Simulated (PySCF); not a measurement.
# Gas-phase thermal properties of AlS

Computed with PySCF (xtb for GFN2) and rigid-rotor harmonic-oscillator thermochemistry at 1 bar. The comparison is the NASA 1993 polynomial table, which mixes measured and estimated data. 6-31G* has spherical d functions here. Open shells (unrestricted): AlS (multiplicity 2). GFN2 has no spin-polarisation term. B3LYP is the form with VWN-RPA correlation. The harmonic model lacks anharmonicity and excited electronic states, which grow with temperature; levels with a mode under 35 cm⁻¹ are left out. The table's entry may be an old estimate for AlS (not checked at source).

```csv
level,point group,σ,ZPE (kJ/mol),S°298 (J/mol/K),Cp298 (J/mol/K),S°1000 (J/mol/K),H1000 − H298 (kJ/mol)
table,-,-,-,230.6,33.4,274.2,25.6
B3LYP/6-31G*,C∞v,1,3.5,230.9,33.5,274.1,25.3
GFN2-xTB,C∞v,1,4.1,230.5,32.7,273.1,25.0
HF/6-31G*,C∞v,1,3.7,230.5,33.3,273.5,25.2
PBE/def2-SVP,C∞v,1,3.6,230.8,33.3,273.8,25.2
PBE0/def2-TZVP,C∞v,1,3.7,230.5,33.2,273.5,25.2
```
σ: rotational symmetry number. Electronic degeneracy used: 2. Frequencies are unscaled.
